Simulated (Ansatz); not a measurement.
[H···H···Cl], doublet: transfer scan

Starting geometry:

| atom | x (Å) | y (Å) | z (Å) |
| --- | --- | --- | --- |
| H | 0.0000 | 0.0000 | -1.1410 |
| H | 0.0000 | 0.0000 | -0.3960 |
| Cl | 0.0000 | 0.0000 | 1.5370 |

From there H2 is moved from one fragment to the other while all else, the fragments' distance too, stays fixed, so the hump isn't the reaction's barrier; atoms are numbered as listed. Energies are in kcal/mol, counted from the starting geometry at the same level.

Basis 6-31G; Ansatz 0.2.0. Only valence electrons are correlated (noble-gas cores frozen). Prefix R: restricted or restricted open-shell reference; prefix U: unrestricted.

Full CI is exact within this basis and frozen core; it isn't the basis-set limit. The frozen core follows each run's orbitals, which can shift R against U totals by a few meV.

```tsv
distance H1-H2 (Å)	UMP2
0.693	0.2
0.745	0.0
0.828	3.7
0.912	10.1
0.995	16.1
1.078	19.6
1.161	19.5
1.245	17.3
1.328	15.5
```

Estimate the full CI curve in 6-31G from this one, knowing how UMP2 errs.

The computed full CI values, in kcal/mol from the starting point, and the error of UMP2 against them:
```
distance H1-H2 (Å)  full CI  UMP2 less full CI
             0.693      0.6               -0.4
             0.745      0.0                0.0
             0.828      3.0                0.8
             0.912      8.4                1.7
             0.995     13.7                2.4
             1.078     17.2                2.4
             1.161     18.3                1.2
             1.245     17.6               -0.2
             1.328     16.9               -1.3
```

The error spans 3.8 kcal/mol and is largest, 2.4 kcal/mol, at 0.995 Å.
